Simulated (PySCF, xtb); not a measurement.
C₂H, SMILES C#[C], multiplicity 2.

Harmonic wavenumbers (cm⁻¹) from xtb 6.7.1 with GFN2-xTB at its own minimum, in rising order: 397, 397, 2203, 3231.

Task: What does PySCF with B3LYP-D3(BJ)/def2-TZVPD give at its own minimum? (Estimate from the structure and the level; the computed values follow.)

Result: 303, 303, 2094, 3452. Paired by order, the mean absolute difference is 129 cm⁻¹ and the zero-point energies are 8.9 and 8.8 kcal/mol.
